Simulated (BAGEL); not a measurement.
# doublet [C3HClF]2+ at 4 levels

We compute a comparison of 4 runs (UHF/STO-3G, ROHF/6-31G*, UHF/6-31G*, ROHF/def2-SVP) of doublet [C3HClF]2+. 

The calculation is run with BAGEL 1.2.2.

### 1 The structure to begin with

The species is [C3HClF]2+ (6 atoms), meant as a doublet with charge +2. SMILES of the parent species: `Fc1c[c+]1Cl`. The shape is that of a GFN2-xTB optimisation. That shape belongs to the parent species and isn't relaxed for this state.

Bond lengths: F1–C2 1.261 Å, C2–C3 1.368 Å, C2–C4 1.409 Å, C3–C4 1.413 Å, C4–Cl5 1.606 Å, C3–H6 1.076 Å. Angles: F1–C2–C3 149.6°, F1–C2–C4 149.3°, C3–C2–C4 61.1°, C2–C3–C4 60.8°, C2–C4–C3 58.0°, C2–C4–Cl5 151.5°, C3–C4–Cl5 150.5°, C2–C3–H6 149.5°, C4–C3–H6 149.7°.

### 2 The energy at UHF/STO-3G (density fitting with qzvpp-jkfit) (run 1)

hf.json

```json
{ "bagel": [

{
  "title": "molecule",
  "basis": "sto-3g",
  "df_basis": "qzvpp-jkfit",
  "angstrom": true,
  "geometry": [
    { "atom": "F", "xyz": [    0.071280,   -2.041020,   -0.358240 ] },
    { "atom": "C", "xyz": [    0.054580,   -0.807250,   -0.098410 ] },
    { "atom": "C", "xyz": [    0.411420,    0.232150,    0.717050 ] },
    { "atom": "C", "xyz": [   -0.349060,    0.497920,   -0.444220 ] },
    { "atom": "Cl", "xyz": [   -1.099560,    1.531580,   -1.417380 ] },
    { "atom": "H", "xyz": [    0.911330,    0.586630,    1.601200 ] }
  ]
},
{ "title": "uhf", "charge": 2, "nopen": 1 },
{ "title": "print", "file": "orbitals.molden", "orbitals": true }

]}
```

The run is started by

```console
$ BAGEL_NUM_THREADS=1 BAGEL hf.json > hf.out
```

The log of the run:

```text
* using 1 threads per process

  ===============================================================
  ===============================================================

  *** Geometry ***

  { "atom" : "F", "xyz" : [      0.134700,     -3.856969,     -0.676975 ] },
  { "atom" : "C", "xyz" : [      0.103141,     -1.525481,     -0.185968 ] },
  { "atom" : "C", "xyz" : [      0.777471,      0.438700,      1.355028 ] },
  { "atom" : "C", "xyz" : [     -0.659628,      0.940932,     -0.839454 ] },
  { "atom" : "Cl", "xyz" : [     -2.077867,      2.894267,     -2.678460 ] },
  { "atom" : "H", "xyz" : [      1.722164,      1.108570,      3.025829 ] },

  Number of auxiliary basis functions:      448

  Since a DF basis is specified, we compute 2- and 3-index integrals:
    o Being stored without compression. Storage requirement is 0.003 GB

  Number of basis functions:       30
  Number of electrons      :       45

    * METHOD: MOLECULE                             0.12

  *** Open-shell HF ***

  === Nuclear Repulsion ===
   186.6574547532

      * DIIS with orbital gradients will be used.

  === UHF iteration (sto-3g) ===
      0       -664.10622311          0.05541379           0.03
      1       -664.27052922          0.04149997           0.03
      2       -664.34981946          0.02275505           0.03
      3       -664.38839556          0.00406923           0.03
      4       -664.39625856          0.00367012           0.03
      5       -664.40136460          0.00321753           0.03
      6       -664.41213898          0.00167771           0.03
      7       -664.41428588          0.00094984           0.03
      8       -664.41504147          0.00050232           0.03
      9       -664.41508266          0.00038387           0.03
     10       -664.41516361          0.00012782           0.03
     11       -664.41517509          0.00006699           0.03
     12       -664.41518049          0.00002452           0.03
     13       -664.41518342          0.00000701           0.03
     14       -664.41518469          0.00000321           0.03
     15       -664.41518541          0.00000237           0.03
     16       -664.41518595          0.00000202           0.03
     17       -664.41518668          0.00000171           0.03
     18       -664.41518731          0.00000147           0.03
     19       -664.41518774          0.00000126           0.03
     20       -664.41518794          0.00000112           0.03
     21       -664.41518801          0.00000102           0.03
     22       -664.41518802          0.00000100           0.03
     23       -664.41518802          0.00000100           0.03
     24       -664.41518802          0.00000100           0.03
     25       -664.41518802          0.00000099           0.03
     26       -664.41518802          0.00000098           0.03
     27       -664.41518802          0.00000097           0.03
     28       -664.41518802          0.00000095           0.03
     29       -664.41518803          0.00000092           0.03
     30       -664.41518807          0.00000087           0.03
     31       -664.41518814          0.00000078           0.03
     32       -664.41518820          0.00000070           0.03
     33       -664.41518822          0.00000060           0.03
     34       -664.41518827          0.00000057           0.03
     35       -664.41518828          0.00000036           0.03
     36       -664.41518829          0.00000029           0.03
     37       -664.41518829          0.00000018           0.03
     38       -664.41518830          0.00000015           0.03
     39       -664.41518830          0.00000007           0.03
     40       -664.41518830          0.00000004           0.03
     41       -664.41518830          0.00000003           0.03
     42       -664.41518830          0.00000001           0.03
     43       -664.41518830          0.00000001           0.03
    * SCF iteration converged.

    * S^2 (UHF) is 0.7567

    * Permanent dipole moment:
           (   -0.295502,    -0.995750,    -0.705771) a.u.

    * METHOD: UHF                                  1.40

    * METHOD: PRINT                                0.00

  ===============================================================
```

Run time: 1.6 s. Hardware: 1 thread of Arm Neoverse V2, shared host.

### 3 The energy at ROHF/6-31G(d) (density fitting with qzvpp-jkfit, spherical functions) (run 2)

input.json

```json
{ "bagel": [

{
  "title": "molecule",
  "basis": "6-31gs.json",
  "df_basis": "qzvpp-jkfit",
  "angstrom": "true",
  "geometry": [
    { "atom": "F", "xyz": [    0.071280,   -2.041020,   -0.358240 ] },
    { "atom": "C", "xyz": [    0.054580,   -0.807250,   -0.098410 ] },
    { "atom": "C", "xyz": [    0.411420,    0.232150,    0.717050 ] },
    { "atom": "C", "xyz": [   -0.349060,    0.497920,   -0.444220 ] },
    { "atom": "Cl", "xyz": [   -1.099560,    1.531580,   -1.417380 ] },
    { "atom": "H", "xyz": [    0.911330,    0.586630,    1.601200 ] }
  ]
},
{
  "title": "rohf",
  "charge": 2,
  "nopen": 1
},
{
  "title": "print",
  "file": "orbitals.molden",
  "orbitals": "true"
}

]}
```

The basis set 6-31G* is read from a file made from the Basis Set Exchange's data (not shown).

The run is started by

```console
$ BAGEL_NUM_THREADS=1 BAGEL input.json > input.out
```

The log of the run:

```text
* using 1 threads per process

  ===============================================================
  ===============================================================

  *** Geometry ***

  { "atom" : "F", "xyz" : [      0.134700,     -3.856969,     -0.676975 ] },
  { "atom" : "C", "xyz" : [      0.103141,     -1.525481,     -0.185968 ] },
  { "atom" : "C", "xyz" : [      0.777471,      0.438700,      1.355028 ] },
  { "atom" : "C", "xyz" : [     -0.659628,      0.940932,     -0.839454 ] },
  { "atom" : "Cl", "xyz" : [     -2.077867,      2.894267,     -2.678460 ] },
  { "atom" : "H", "xyz" : [      1.722164,      1.108570,      3.025829 ] },

  Number of auxiliary basis functions:      448

  Since a DF basis is specified, we compute 2- and 3-index integrals:
    o Being stored without compression. Storage requirement is 0.021 GB

  Number of basis functions:       76
  Number of electrons      :       45

    * METHOD: MOLECULE                             0.17

  *** Open-shell HF ***

  === Nuclear Repulsion ===
   186.6574547532

      * DIIS with orbital gradients will be used.

  === ROHF iteration (6-31gs.json) ===
      0       -671.82301633          0.04411939           0.09
      1       -671.95099660          0.03227524           0.09
      2       -671.99768378          0.02426493           0.09
      3       -672.05542605          0.00312034           0.09
      4       -672.06484632          0.00243628           0.09
      5       -672.07284632          0.00194287           0.09
      6       -672.07754698          0.00108460           0.09
      7       -672.07842977          0.00031099           0.09
      8       -672.07845671          0.00018080           0.09
      9       -672.07847718          0.00008496           0.09
     10       -672.07849206          0.00003729           0.09
     11       -672.07849763          0.00001757           0.09
     12       -672.07849903          0.00000905           0.09
     13       -672.07849904          0.00000352           0.09
     14       -672.07849893          0.00000152           0.09
     15       -672.07849875          0.00000081           0.09
     16       -672.07849871          0.00000048           0.09
     17       -672.07849870          0.00000032           0.09
     18       -672.07849872          0.00000028           0.09
     19       -672.07849872          0.00000025           0.09
     20       -672.07849873          0.00000023           0.09
     21       -672.07849873          0.00000022           0.09
     22       -672.07849874          0.00000020           0.09
     23       -672.07849874          0.00000018           0.09
     24       -672.07849874          0.00000014           0.09
     25       -672.07849874          0.00000010           0.09
     26       -672.07849873          0.00000006           0.09
     27       -672.07849873          0.00000004           0.09
     28       -672.07849873          0.00000002           0.09
     29       -672.07849874          0.00000002           0.09
     30       -672.07849874          0.00000001           0.09
     31       -672.07849874          0.00000001           0.09
     32       -672.07849874          0.00000001           0.09
    * SCF iteration converged.

    * S^2 (ROHF) is 0.7500

    * Permanent dipole moment:
           (   -0.092871,    -1.604122,    -0.519764) a.u.

    * METHOD: ROHF                                 3.11

    * METHOD: PRINT                                0.01

  ===============================================================
```

It took 3.6 s on 1 thread of Arm Neoverse V2, shared host; peak memory 0.1 GiB.

### 4 The energy at UHF/6-31G(d) (density fitting with qzvpp-jkfit, spherical functions) (run 3)

calc.json

```json
{ "bagel" : [

{
  "title" : "molecule",
  "basis" : "6-31gs.json",
  "df_basis" : "qzvpp-jkfit",
  "angstrom" : true,
  "geometry" : [
    { "atom" : "F", "xyz" : [    0.071280,   -2.041020,   -0.358240 ] },
    { "atom" : "C", "xyz" : [    0.054580,   -0.807250,   -0.098410 ] },
    { "atom" : "C", "xyz" : [    0.411420,    0.232150,    0.717050 ] },
    { "atom" : "C", "xyz" : [   -0.349060,    0.497920,   -0.444220 ] },
    { "atom" : "Cl", "xyz" : [   -1.099560,    1.531580,   -1.417380 ] },
    { "atom" : "H", "xyz" : [    0.911330,    0.586630,    1.601200 ] }
  ]
},
{
  "title" : "uhf",
  "charge" : 2,
  "nopen" : 1
},
{
  "title" : "print",
  "file" : "orbitals.molden",
  "orbitals" : true
}

]}
```

The basis set 6-31G* is read from a file made from the Basis Set Exchange's data (not shown).

The run is started by

```console
$ BAGEL_NUM_THREADS=1 BAGEL calc.json > calc.out
```

The log of the run:

```text
* using 1 threads per process

  ===============================================================
  ===============================================================

  *** Geometry ***

  { "atom" : "F", "xyz" : [      0.134700,     -3.856969,     -0.676975 ] },
  { "atom" : "C", "xyz" : [      0.103141,     -1.525481,     -0.185968 ] },
  { "atom" : "C", "xyz" : [      0.777471,      0.438700,      1.355028 ] },
  { "atom" : "C", "xyz" : [     -0.659628,      0.940932,     -0.839454 ] },
  { "atom" : "Cl", "xyz" : [     -2.077867,      2.894267,     -2.678460 ] },
  { "atom" : "H", "xyz" : [      1.722164,      1.108570,      3.025829 ] },

  Number of auxiliary basis functions:      448

  Since a DF basis is specified, we compute 2- and 3-index integrals:
    o Being stored without compression. Storage requirement is 0.021 GB

  Number of basis functions:       76
  Number of electrons      :       45

    * METHOD: MOLECULE                             0.17

  *** Open-shell HF ***

  === Nuclear Repulsion ===
   186.6574547532

      * DIIS with orbital gradients will be used.

  === UHF iteration (6-31gs.json) ===
      0       -671.82301633          0.04411939           0.09
      1       -671.95854937          0.03199794           0.09
      2       -672.00870250          0.02365899           0.09
      3       -672.06300778          0.00291980           0.09
      4       -672.07252824          0.00222606           0.09
      5       -672.07975314          0.00151089           0.09
      6       -672.08351398          0.00063059           0.09
      7       -672.08370435          0.00038357           0.09
      8       -672.08387341          0.00018640           0.09
      9       -672.08390682          0.00010381           0.09
     10       -672.08392761          0.00005192           0.09
     11       -672.08393497          0.00002748           0.09
     12       -672.08393676          0.00001422           0.09
     13       -672.08393714          0.00000662           0.09
     14       -672.08393730          0.00000267           0.09
     15       -672.08393735          0.00000128           0.09
     16       -672.08393738          0.00000084           0.09
     17       -672.08393740          0.00000058           0.09
     18       -672.08393741          0.00000043           0.09
     19       -672.08393742          0.00000034           0.09
     20       -672.08393742          0.00000031           0.09
     21       -672.08393743          0.00000029           0.09
     22       -672.08393743          0.00000028           0.09
     23       -672.08393743          0.00000026           0.09
     24       -672.08393743          0.00000024           0.09
     25       -672.08393743          0.00000021           0.09
     26       -672.08393743          0.00000019           0.09
     27       -672.08393743          0.00000016           0.09
     28       -672.08393743          0.00000012           0.09
     29       -672.08393743          0.00000008           0.09
     30       -672.08393743          0.00000006           0.09
     31       -672.08393743          0.00000005           0.09
     32       -672.08393743          0.00000004           0.09
     33       -672.08393743          0.00000003           0.09
     34       -672.08393743          0.00000003           0.09
     35       -672.08393743          0.00000003           0.09
     36       -672.08393743          0.00000003           0.09
     37       -672.08393743          0.00000002           0.09
     38       -672.08393743          0.00000002           0.09
     39       -672.08393743          0.00000002           0.09
     40       -672.08393743          0.00000001           0.09
     41       -672.08393743          0.00000001           0.09
    * SCF iteration converged.

    * S^2 (UHF) is 0.7629

    * Permanent dipole moment:
           (   -0.096804,    -1.598873,    -0.524893) a.u.

    * METHOD: UHF                                  3.90

    * METHOD: PRINT                                0.01

  ===============================================================
```

Wall time 4.2 s (1 thread of Arm Neoverse V2, shared host); peak memory 0.1 GiB.

### 5 A single-point energy at ROHF/def2-SVP (density fitting with qzvpp-jkfit) (run 4)

hf.json

```json
{ "bagel" : [

{
  "title" : "molecule",
  "basis" : "svp",
  "df_basis" : "qzvpp-jkfit",
  "angstrom" : true,
  "geometry" : [
    { "atom" : "F", "xyz" : [       0.071280,      -2.041020,      -0.358240 ] },
    { "atom" : "C", "xyz" : [       0.054580,      -0.807250,      -0.098410 ] },
    { "atom" : "C", "xyz" : [       0.411420,       0.232150,       0.717050 ] },
    { "atom" : "C", "xyz" : [      -0.349060,       0.497920,      -0.444220 ] },
    { "atom" : "Cl", "xyz" : [      -1.099560,       1.531580,      -1.417380 ] },
    { "atom" : "H", "xyz" : [       0.911330,       0.586630,       1.601200 ] }
  ]
},

{ "title" : "rohf", "charge" : 2, "nopen" : 1 },

{ "title" : "print", "file" : "orbitals.molden", "orbitals" : true }

]}
```

The run is started by

```console
$ BAGEL_NUM_THREADS=1 BAGEL hf.json > hf.out
```

The log of the run:

```text
* using 1 threads per process

  ===============================================================
  ===============================================================

  *** Geometry ***

  { "atom" : "F", "xyz" : [      0.134700,     -3.856969,     -0.676975 ] },
  { "atom" : "C", "xyz" : [      0.103141,     -1.525481,     -0.185968 ] },
  { "atom" : "C", "xyz" : [      0.777471,      0.438700,      1.355028 ] },
  { "atom" : "C", "xyz" : [     -0.659628,      0.940932,     -0.839454 ] },
  { "atom" : "Cl", "xyz" : [     -2.077867,      2.894267,     -2.678460 ] },
  { "atom" : "H", "xyz" : [      1.722164,      1.108570,      3.025829 ] },

  Number of auxiliary basis functions:      448

  Since a DF basis is specified, we compute 2- and 3-index integrals:
    o Being stored without compression. Storage requirement is 0.022 GB

  Number of basis functions:       79
  Number of electrons      :       45

    * METHOD: MOLECULE                             0.15

  *** Open-shell HF ***

  === Nuclear Repulsion ===
   186.6574547532

      * DIIS with orbital gradients will be used.

  === ROHF iteration (svp) ===
      0       -671.56653151          0.03732270           0.09
      1       -671.68745837          0.02427831           0.09
      2       -671.72474773          0.01777861           0.09
      3       -671.76024734          0.00281932           0.09
      4       -671.76785209          0.00195816           0.09
      5       -671.77299698          0.00131688           0.09
      6       -671.77497831          0.00044906           0.09
      7       -671.77534971          0.00017603           0.10
      8       -671.77536164          0.00008238           0.09
      9       -671.77537843          0.00004753           0.09
     10       -671.77538067          0.00002401           0.10
     11       -671.77538209          0.00001022           0.10
     12       -671.77538193          0.00000498           0.09
     13       -671.77538218          0.00000208           0.10
     14       -671.77538214          0.00000082           0.09
     15       -671.77538221          0.00000045           0.09
     16       -671.77538225          0.00000030           0.09
     17       -671.77538226          0.00000024           0.09
     18       -671.77538227          0.00000023           0.09
     19       -671.77538227          0.00000022           0.09
     20       -671.77538227          0.00000020           0.09
     21       -671.77538227          0.00000016           0.09
     22       -671.77538227          0.00000013           0.09
     23       -671.77538227          0.00000009           0.09
     24       -671.77538227          0.00000005           0.09
     25       -671.77538227          0.00000003           0.09
     26       -671.77538227          0.00000002           0.09
     27       -671.77538227          0.00000001           0.09
     28       -671.77538227          0.00000001           0.09
    * SCF iteration converged.

    * S^2 (ROHF) is 0.7500

    * Permanent dipole moment:
           (   -0.120097,    -1.610995,    -0.565573) a.u.

    * METHOD: ROHF                                 2.81

    * METHOD: PRINT                                0.01

  ===============================================================
```

Wall time 3.3 s (1 thread of Arm Neoverse V2, shared host); peak memory 0.1 GiB.

### 6 All runs side by side

| run | level | energy (Eh) | ⟨S²⟩ | wall time |
| --- | --- | --- | --- | --- |
| 1 | UHF/STO-3G (density fitting with qzvpp-jkfit) | -664.415188 | 0.757 | 1.6 s |
| 2 | ROHF/6-31G* (density fitting with qzvpp-jkfit, spherical functions) | -672.078499 | 0.750 | 3.6 s |
| 3 | UHF/6-31G* (density fitting with qzvpp-jkfit, spherical functions) | -672.083937 | 0.763 | 4.2 s |
| 4 | ROHF/def2-SVP (density fitting with qzvpp-jkfit) | -671.775382 | 0.750 | 3.3 s |

### 7 Results

| quantity | value |
| --- | --- |
| run 4: total energy | -671.77538 Eh |
| run 4: ⟨S²⟩ | 0.750 |

What this shows: In run 1 the basis is minimal, so the values are rough. All runs together took 13 s, the longest 4.2 s.
